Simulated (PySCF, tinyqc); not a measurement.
G0W0 on RHF in the sto-6g basis, for BH, spin multiplicity 1, step by step. The lowest restricted solution is unstable here: a spin-polarised one lies 0.0069 hartree lower (PySCF). Computed by tinyqc, a small Python program that keeps every step (integrals from PySCF). Settings: charge = 0, multiplicity = 1, basis = sto-6g, method = RHF, energy threshold = 1e-10, iteration cap = 51, orthogonalisation = canonical, start = core, DIIS depth = 6. Command: `OMP_NUM_THREADS=1 python tinyqc.py 25827 25828 out.jsonl` (the two numbers bound the seeds that draw the settings). One thread of a shared host (Intel(R) Xeon(R) Processor @ 2.60GHz), about 0.09 s of CPU time with the checks. The early iterations of the SCF are left out here.

## One-electron integrals

Geometry (angstrom):

| atom | x | y | z |
|---|---|---|---|
| B | 0.000000 | 0.000000 | 0.000000 |
| H | 0.000000 | 0.000000 | 1.603000 |

Basis sto-6g: exponents (1/bohr^2) and contraction coefficients of normalised primitives:

| element | l (shell) | exponent | coefficient |
|---|---|---|---|
| B | s (1) | 506.011147 | 0.009164 |
| B | s (1) | 92.776814 | 0.049362 |
| B | s (1) | 25.955658 | 0.168538 |
| B | s (1) | 8.916445 | 0.370563 |
| B | s (1) | 3.462507 | 0.416492 |
| B | s (1) | 1.426054 | 0.130334 |
| B | s (2) | 23.194575 | -0.013253 |
| B | s (2) | 4.590810 | -0.046992 |
| B | s (2) | 1.426819 | -0.033785 |
| B | s (2) | 0.548948 | 0.250242 |
| B | s (2) | 0.238410 | 0.595117 |
| B | s (2) | 0.109280 | 0.240706 |
| B | p (3) | 23.194575 | 0.003760 |
| B | p (3) | 4.590810 | 0.037679 |
| B | p (3) | 1.426819 | 0.173897 |
| B | p (3) | 0.548948 | 0.418036 |
| B | p (3) | 0.238410 | 0.425859 |
| B | p (3) | 0.109280 | 0.101708 |
| H | s (1) | 35.523221 | 0.009164 |
| H | s (1) | 6.513144 | 0.049361 |
| H | s (1) | 1.822143 | 0.168538 |
| H | s (1) | 0.625955 | 0.370563 |
| H | s (1) | 0.243077 | 0.416492 |
| H | s (1) | 0.100112 | 0.130334 |

Overlap, kinetic and nuclear-attraction integrals over the contracted functions; the nuclear repulsion is the sum of Za Zb / Rab.

nuclear repulsion = 1.65058394 hartree

overlap S:
```
           1B 1s     1B 2s    1B 2px    1B 2py    1B 2pz     2H 1s
1B 1s   1.000000  0.264891  0.000000  0.000000  0.000000  0.027059
1B 2s   0.264891  1.000000  0.000000  0.000000  0.000000  0.289037
1B 2px  0.000000  0.000000  1.000000  0.000000  0.000000  0.000000
1B 2py  0.000000  0.000000  0.000000  1.000000  0.000000  0.000000
1B 2pz  0.000000  0.000000  0.000000  0.000000  1.000000  0.335569
2H 1s   0.027059  0.289037  0.000000  0.000000  0.335569  1.000000
```

kinetic energy T (hartree):
```
            1B 1s      1B 2s    1B 2px    1B 2py    1B 2pz      2H 1s
1B 1s   10.947243  -0.333880  0.000000  0.000000  0.000000  -0.008689
1B 2s   -0.333880   0.374498  0.000000  0.000000  0.000000   0.016206
1B 2px   0.000000   0.000000  1.125026  0.000000  0.000000   0.000000
1B 2py   0.000000   0.000000  0.000000  1.125026  0.000000   0.000000
1B 2pz   0.000000   0.000000  0.000000  0.000000  1.125026   0.080734
2H 1s   -0.008689   0.016206  0.000000  0.000000  0.080734   0.768522
```

nuclear attraction V (hartree):
```
             1B 1s      1B 2s     1B 2px     1B 2py     1B 2pz      2H 1s
1B 1s   -23.721838  -2.831634   0.000000   0.000000  -0.010766  -0.317759
1B 2s    -2.831634  -4.078035   0.000000   0.000000  -0.100897  -0.940792
1B 2px    0.000000   0.000000  -4.056297   0.000000   0.000000   0.000000
1B 2py    0.000000   0.000000   0.000000  -4.056297   0.000000   0.000000
1B 2pz   -0.010766  -0.100897   0.000000   0.000000  -4.120993  -1.036950
2H 1s    -0.317759  -0.940792   0.000000   0.000000  -1.036950  -2.885860
```

core Hamiltonian H = T + V (hartree):
```
             1B 1s      1B 2s     1B 2px     1B 2py     1B 2pz      2H 1s
1B 1s   -12.774594  -3.165514   0.000000   0.000000  -0.010766  -0.326448
1B 2s    -3.165514  -3.703537   0.000000   0.000000  -0.100897  -0.924586
1B 2px    0.000000   0.000000  -2.931270   0.000000   0.000000   0.000000
1B 2py    0.000000   0.000000   0.000000  -2.931270   0.000000   0.000000
1B 2pz   -0.010766  -0.100897   0.000000   0.000000  -2.995967  -0.956216
2H 1s    -0.326448  -0.924586   0.000000   0.000000  -0.956216  -2.117338
```

## Two-electron integrals

Functions are numbered as in S; the eight-fold symmetry (ij|kl) = (ji|kl) = (kl|ij) leaves the list below.

Two-electron integrals (ij|kl) in chemists' order, unique and non-zero (hartree):
```
(11|11) 2.924993   (21|11) 0.480756   (21|21) 0.099484   (22|11) 0.743449
(22|21) 0.188967   (22|22) 0.544922   (31|31) 0.021096   (32|31) 0.030854
(32|32) 0.120443   (33|11) 0.743450   (33|21) 0.188967   (33|22) 0.544922
(33|33) 0.587109   (41|41) 0.021096   (42|41) 0.030854   (42|42) 0.120443
(43|43) 0.031641   (44|11) 0.743450   (44|21) 0.188967   (44|22) 0.544922
(44|33) 0.523827   (44|44) 0.587109   (51|51) 0.021096   (52|51) 0.030854
(52|52) 0.120443   (53|53) 0.031641   (54|54) 0.031641   (55|11) 0.743450
(55|21) 0.188967   (55|22) 0.544922   (55|33) 0.523827   (55|44) 0.523827
(55|55) 0.587109   (61|11) 0.050496   (61|21) 0.010143   (61|22) 0.019174
(61|33) 0.019072   (61|44) 0.019072   (61|51) 0.000800   (61|52) 0.001546
(61|55) 0.019379   (61|61) 0.001073   (62|11) 0.148946   (62|21) 0.038681
(62|22) 0.126303   (62|33) 0.122500   (62|44) 0.122500   (62|51) 0.004473
(62|52) 0.028464   (62|55) 0.133910   (62|61) 0.004215   (62|62) 0.044862
(63|31) 0.003607   (63|32) 0.017378   (63|53) 0.005026   (63|63) 0.004265
(64|41) 0.003607   (64|42) 0.017378   (64|54) 0.005026   (64|64) 0.004265
(65|11) 0.152584   (65|21) 0.040104   (65|22) 0.137411   (65|33) 0.130467
(65|44) 0.130467   (65|51) 0.007462   (65|52) 0.044961   (65|55) 0.151298
(65|61) 0.004549   (65|62) 0.056688   (65|65) 0.074464   (66|11) 0.329157
(66|21) 0.087095   (66|22) 0.321540   (66|33) 0.304621   (66|44) 0.304621
(66|51) 0.010452   (66|52) 0.091169   (66|55) 0.355378   (66|61) 0.009605
(66|62) 0.156829   (66|65) 0.213415   (66|66) 0.774999
```

## Orthogonalisation

S = U s U^T; canonical form X = U s^(-1/2), so that X^T S X = 1. Each column of U has its largest component positive (the first on a tie).

eigenvalues of S: 0.527974  0.804991  1.000000  1.000000  1.174156  1.492879

X:
```
                1          2         3          4          5         6
1B 1s    0.371474   0.737911  0.000000   0.000000   0.568759  0.270200
1B 2s   -0.752750  -0.509257  0.000000   0.000000   0.402414  0.449715
1B 2px   0.000000   0.000000  0.682022   0.731331   0.000000  0.000000
1B 2py   0.000000   0.000000  0.731331  -0.682022   0.000000  0.000000
1B 2pz  -0.631911   0.572468  0.000000   0.000000  -0.537156  0.353521
2H 1s    0.888873  -0.332679  0.000000   0.000000  -0.278776  0.519247
```

Within a degenerate level the vectors are fixed only up to a rotation; this is one choice.

## Iteration 7 (converged): orbitals

converged F (hartree):
```
            1B 1s      1B 2s    1B 2px    1B 2py     1B 2pz      2H 1s
1B 1s   -7.461358  -2.083868  0.000000  0.000000  -0.017552  -0.218670
1B 2s   -2.083868  -0.970463  0.000000  0.000000  -0.000041  -0.321930
1B 2px   0.000000   0.000000  0.254329  0.000000   0.000000   0.000000
1B 2py   0.000000   0.000000  0.000000  0.254329   0.000000   0.000000
1B 2pz  -0.017552  -0.000041  0.000000  0.000000  -0.022227  -0.318788
2H 1s   -0.218670  -0.321930  0.000000  0.000000  -0.318788  -0.221972
```

Diagonalise F' = X^T F X, C = X C', fill 3 alpha and 3 beta electrons from the bottom; D = 2 C_occ C_occ^T. Each column has its largest component positive (the first on a tie).

F' = X^T F X (hartree):
```
           1          2         3         4          5          6
1   0.054366  -1.067954  0.000000  0.000000  -0.819094  -0.534569
2  -1.067954  -2.675262  0.000000  0.000000  -2.882689  -1.631760
3   0.000000   0.000000  0.254329  0.000000   0.000000   0.000000
4   0.000000   0.000000  0.000000  0.254329   0.000000   0.000000
5  -0.819094  -2.882689  0.000000  0.000000  -3.491522  -2.001177
6  -0.534569  -1.631760  0.000000  0.000000  -2.001177  -1.642178
```

orbital energies (hartree): MO1 -7.463218, MO2 -0.489032, MO3 -0.246170, MO4 0.254329, MO5 0.254329, MO6 0.443824

coefficients C:
```
              MO1        MO2        MO3        MO4       MO5        MO6
1B 1s    0.995382  -0.232668  -0.157637   0.000000  0.000000  -0.096084
1B 2s    0.017256   0.783864   0.624643   0.000000  0.000000   0.430392
1B 2px   0.000000   0.000000   0.000000  -0.153244  0.988188   0.000000
1B 2py   0.000000   0.000000   0.000000   0.988188  0.153244   0.000000
1B 2pz   0.003245   0.133217  -0.576563   0.000000  0.000000   0.889024
2H 1s   -0.003054   0.428214  -0.535079   0.000000  0.000000  -0.882279
```

D after iteration 7:
```
            1B 1s      1B 2s    1B 2px    1B 2py     1B 2pz      2H 1s
1B 1s    2.139536  -0.527341  0.000000  0.000000   0.126244  -0.036646
1B 2s   -0.527341   2.009837  0.000000  0.000000  -0.511331   0.002751
1B 2px   0.000000   0.000000  0.000000  0.000000   0.000000   0.000000
1B 2py   0.000000   0.000000  0.000000  0.000000   0.000000   0.000000
1B 2pz   0.126244  -0.511331  0.000000  0.000000   0.700363   0.731084
2H 1s   -0.036646   0.002751  0.000000  0.000000   0.731084   0.939374
```

Within a degenerate level the vectors are fixed only up to a rotation; this is one choice.

## Convergence

Stop when the energy changes by less than 1e-10 hartree and every element of the error matrix X^T (F D S - S D F) X is below 3e-06.

Course of the cycle:

| iteration | E (hartree) | change | largest element of the error matrix |
|---|---|---|---|
| 1 | -24.29963196 | - | 4.61e-01 |
| 2 | -24.92364317 | -6.24e-01 | 1.29e-01 |
| 3 | -24.94708675 | -2.34e-02 | 4.17e-02 |
| 4 | -24.94917210 | -2.09e-03 | 2.69e-03 |
| 5 | -24.94917744 | -5.34e-06 | 1.08e-04 |
| 6 | -24.94917746 | -1.40e-08 | 3.16e-07 |
| 7 | -24.94917746 | -8.53e-14 | 3.59e-08 |

PySCF RHF in the same basis = -24.94917746 hartree

Converged in 7 iterations.

## Integrals over molecular orbitals

(pq|rs) = sum C_ip C_jq C_kr C_ls (ij|kl), one index at a time.

one-electron integrals over orbitals h = C^T H C (hartree):
```
            1          2          3          4          5          6
1  -12.764745   0.305884   0.198072   0.000000   0.000000   0.125043
2    0.305884  -2.939069  -0.253338   0.000000   0.000000  -0.444435
3    0.198072  -0.253338  -2.697528   0.000000   0.000000   0.350358
4    0.000000   0.000000   0.000000  -2.931270   0.000000   0.000000
5    0.000000   0.000000   0.000000   0.000000  -2.931270   0.000000
6    0.125043  -0.444435   0.350358   0.000000   0.000000  -2.486724
```

Two-electron integrals over orbitals (pq|rs), unique and non-zero (hartree):
```
(11|11) 2.903989    (21|11) -0.270219   (21|21) 0.041032    (22|11) 0.620346
(22|21) -0.008894   (22|22) 0.489551    (31|11) -0.181717   (31|21) 0.025489
(31|22) -0.014263   (31|31) 0.026471    (32|11) 0.140864    (32|21) -0.009044
(32|22) -0.033365   (32|31) 0.005215    (32|32) 0.113623    (33|11) 0.612175
(33|21) -0.010778   (33|22) 0.437225    (33|31) 0.003126    (33|32) 0.030464
(33|33) 0.492653    (41|41) 0.021974    (42|41) 0.022333    (42|42) 0.076758
(43|41) 0.014923    (43|42) 0.044008    (43|43) 0.045274    (44|11) 0.743129
(44|21) -0.009415   (44|22) 0.464617    (44|31) -0.005795   (44|32) 0.074198
(44|33) 0.457056    (44|44) 0.587109    (51|51) 0.021974    (52|51) 0.022333
(52|52) 0.076758    (53|51) 0.014923    (53|52) 0.044008    (53|53) 0.045274
(54|54) 0.031641    (55|11) 0.743129    (55|21) -0.009415   (55|22) 0.464617
(55|31) -0.005795   (55|32) 0.074198    (55|33) 0.457056    (55|44) 0.523827
(55|55) 0.587109    (61|11) -0.112888   (61|21) 0.019974    (61|22) 0.005300
(61|31) 0.000431    (61|32) -0.015646   (61|33) -0.015513   (61|44) -0.003581
(61|55) -0.003581   (61|61) 0.023257    (62|11) 0.168317    (62|21) -0.003113
(62|22) 0.044060    (62|31) -0.012929   (62|32) 0.037649    (62|33) -0.008820
(62|44) 0.089577    (62|55) 0.089577    (62|61) 0.010482    (62|62) 0.104474
(63|11) -0.144605   (63|21) 0.003320    (63|22) 0.008577    (63|31) -0.005159
(63|32) -0.101355   (63|33) -0.040221   (63|44) -0.078883   (63|55) -0.078883
(63|61) 0.009389    (63|62) -0.061841   (63|63) 0.119771    (64|41) 0.008665
(64|42) 0.030927    (64|43) 0.001823    (64|64) 0.027810    (65|51) 0.008665
(65|52) 0.030927    (65|53) 0.001823    (65|65) 0.027810    (66|11) 0.624633
(66|21) -0.006273   (66|22) 0.502594    (66|31) -0.014088   (66|32) -0.059993
(66|33) 0.461797    (66|44) 0.448843    (66|55) 0.448843    (66|61) 0.008441
(66|62) 0.014902    (66|63) 0.034209    (66|66) 0.554936
```

## Screening: direct RPA

With D = e_a - e_i and K = (ia|jb): diagonalise D^(1/2) (D + 4K) D^(1/2) = Z w^2 Z^T; X + Y = D^(1/2) Z w^(-1/2), each column of Z with its largest component positive (the first on a tie); E_c = (sum w - tr (D + 2K)) / 2.

D^(1/2) (D + 4K) D^(1/2) (hartree^2):
```
           1>4        1>5        1>6       2>4       2>5        2>6       3>4       3>5
1>4  60.238868   0.000000   0.000000  0.213969  0.000000   0.000000  0.117316  0.000000
1>5   0.000000  60.238868   0.000000  0.000000  0.213969   0.000000  0.000000  0.117316
1>6   0.000000   0.000000  63.256896  0.000000  0.000000   0.113874  0.000000  0.000000
2>4   0.213969   0.000000   0.000000  0.780820  0.000000   0.000000  0.107374  0.000000
2>5   0.000000   0.213969   0.000000  0.000000  0.780820   0.000000  0.000000  0.107374
2>6   0.000000   0.000000   0.113874  0.000000  0.000000   1.260057  0.000000  0.000000
3>4   0.117316   0.000000   0.000000  0.107374  0.000000   0.000000  0.341138  0.000000
3>5   0.000000   0.117316   0.000000  0.000000  0.107374   0.000000  0.000000  0.341138
3>6   0.000000   0.000000   0.087719  0.000000  0.000000  -0.198457  0.000000  0.000000

           3>6
1>4   0.000000
1>5   0.000000
1>6   0.087719
2>4   0.000000
2>5   0.000000
2>6  -0.198457
3>4   0.000000
3>5   0.000000
3>6   0.806656
```

excitation energies w (hartree): 0.562356  0.562356  0.855467  0.897058  0.897058  1.155231  7.761435  7.761435  7.953441

X + Y:
```
             1          2          3          4          5          6         7         8
1>4   0.000004  -0.004095   0.000000   0.000030  -0.011590   0.000000  0.000000  0.997160
1>5  -0.004095  -0.000004   0.000000  -0.011590  -0.000030   0.000000  0.997160  0.000000
1>6   0.000000   0.000000  -0.005942   0.000000   0.000000  -0.003198  0.000000  0.000000
2>4   0.000249  -0.258346   0.000000  -0.002326   0.887023   0.000000  0.000000  0.001115
2>5  -0.258346  -0.000249   0.000000   0.887023   0.002326   0.000000  0.001115  0.000000
2>6   0.000000   0.000000   0.367646   0.000000   0.000000   0.841078  0.000000  0.000000
3>4  -0.000886   0.919274   0.000000  -0.000440   0.167836   0.000000  0.000000  0.000499
3>5   0.919274   0.000886   0.000000   0.167836   0.000440   0.000000  0.000499  0.000000
3>6   0.000000   0.000000   0.840590   0.000000   0.000000  -0.272092  0.000000  0.000000

            9
1>4  0.000000
1>5  0.000000
1>6  0.997076
2>4  0.000000
2>5  0.000000
2>6  0.000628
3>4  0.000000
3>5  0.000000
3>6  0.000412
```

RPA correlation energy = -0.05894841 hartree

Within a degenerate level the vectors are fixed only up to a rotation; this is one choice.

## G0W0 on Hartree-Fock: HOMO

W(p,q,m) = sqrt2 sum_ia (pq|ia) (X+Y)_ia,m; Sigma_c(x) = sum_(i,m) W^2/(x - e_i + w_m) + sum_(a,m) W^2/(x - e_a - w_m); solve x = e_p + Sigma_c(x) by Newton steps; Z = 1/(1 - dSigma/dx); 1 hartree = 27.211386 eV.

The 12 largest terms at x = e_p (hartree; W for the signs of X + Y given):

| q | m | W | term |
|---|---|---|---|
| 2 | 3 | -0.100782 | 0.009248 |
| 6 | 3 | 0.110149 | -0.007851 |
| 6 | 6 | -0.119688 | -0.007763 |
| 2 | 6 | 0.083854 | 0.005029 |
| 3 | 3 | -0.052269 | 0.003194 |
| 5 | 4 | 0.065708 | -0.003089 |
| 4 | 5 | 0.065708 | -0.003089 |
| 4 | 2 | 0.042694 | -0.001715 |
| 5 | 1 | 0.042694 | -0.001715 |
| 3 | 9 | -0.021906 | 0.000060 |
| 2 | 9 | -0.022087 | 0.000060 |
| 4 | 8 | 0.021146 | -0.000054 |

Newton steps (hartree):

| step | x | Sigma_c(x) | Z |
|---|---|---|---|
| 0 | -0.246170 | -0.007697 | 0.968298 |
| 1 | -0.253622 | -0.007452 | 0.968255 |
| 2 | -0.253622 | -0.007452 | 0.968255 |

quasiparticle energy of the HOMO = -6.901408 eV

Hartree-Fock value = -6.698616 eV

## G0W0 on Hartree-Fock: LUMO

As before.

The 12 largest terms at x = e_p (hartree; W for the signs of X + Y given):

| q | m | W | term |
|---|---|---|---|
| 4 | 6 | 0.136919 | -0.016228 |
| 2 | 5 | 0.106367 | 0.006897 |
| 3 | 5 | 0.065708 | 0.003089 |
| 4 | 3 | -0.047170 | -0.002601 |
| 3 | 2 | 0.042694 | 0.001715 |
| 6 | 5 | 0.039086 | -0.001406 |
| 2 | 2 | 0.029040 | 0.000646 |
| 2 | 8 | 0.031646 | 0.000118 |
| 1 | 5 | 0.031198 | 0.000113 |
| 6 | 2 | -0.008980 | -0.000107 |
| 1 | 8 | 0.031033 | 0.000062 |
| 3 | 8 | 0.021146 | 0.000054 |

Newton steps (hartree):

| step | x | Sigma_c(x) | Z |
|---|---|---|---|
| 0 | 0.254329 | -0.007655 | 0.973625 |
| 1 | 0.246876 | -0.007453 | 0.973778 |
| 2 | 0.246876 | -0.007453 | 0.973778 |

quasiparticle energy of the LUMO = 6.717828 eV

Hartree-Fock value = 6.920647 eV
